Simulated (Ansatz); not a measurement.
Input file:

```yaml
crystal:
  periodic: [false, false, false]
  atoms:
    - {symbol: B, position_ang: [-0.015433, -0.009008, 0.030058]}
    - {symbol: O, position_ang: [-0.016266, -0.025151, -1.179056]}
    - {symbol: H, position_ang: [0.031698, 0.034159, 1.148998]}
basis:
  gaussian: {orbitals: STO-3G, fitting: {mean_field: def2-universal-jkfit}}
correlation: {method: sc_nevpt2, electrons: valence, active_space: {window: {electrons: 6, orbitals: 6}}}
```

```sh
$ ansatz run in.yaml --threads 1 --pin off --events-out ev --progress --plain --max-ram 2393MiB
```

Output:

```
170 factors; integrals over basis functions are off by at most 5.1e-3 eV
mean field evaluation 1: about -2685.5076 eV, gradient 3.2e1 eV
mean field evaluation 2: about -2686.6018 eV, gradient 3.2e1 eV
mean field evaluation 4: about -2689.1386 eV, gradient 4.3e-1 eV
mean field evaluation 8: about -2689.1399 eV, gradient 1.6e-6 eV
mean field -2689.13991145 eV, -98.8240689811 hartree, gradient 1.6e-6 eV, S^2 0.000000; 0 other end points of the search recorded, 0 dependent functions left out
reference -2689.13991145 eV, -98.8240689811 hartree; 7, 7 occupied and 4, 4 virtual orbitals, 170 factors
state -2692.33803580 eV, -98.9415978833 hartree
state -2692.33803580 eV, -98.9415978833 hartree; corrected -2692.71704859 eV, -98.9555263467 hartree
Total energy: -2692.71704859 eV, -98.9555263467 hartree
```

Natural occupations: 1.9793 1.9351 1.9350 0.0645 0.0644 0.0217.

Ran on 1 thread of Arm Neoverse V1, shared host: 0.21 s wall, 0.06 GiB peak host memory.
